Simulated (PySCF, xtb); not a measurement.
B(Cl)3 cation (BCl₃), SMILES ClB(Cl)Cl (connectivity only; charge and spin as stated), charge +1, multiplicity 2.

Coordinates come from a r2SCAN-D4/def2-SVP optimisation. The spin state was assumed, not searched. The isomer is the one that the SMILES or the coordinates give; other isomers of the formula were not compared.

Calculation: PySCF 2.14.0 with C-PCM-M06-2X/def2-SVP.

The values are the electrostatic part of the solvation free energy, E(continuum) − E(gas) at the gas-phase geometry, in a cavity of scaled van der Waals radii (PySCF's table); cavitation and dispersion terms are not included.

```csv
solvent,ε,ΔG(elec) (kcal/mol)
water,78.36,-56.3
toluene,2.37,-32.9
dichloromethane,8.93,-50.6
```

For comparison, GFN2-xTB/ALPB(water) (xtb, at the GFN2-xTB geometry, all terms of that model) gives -53.5 kcal/mol.
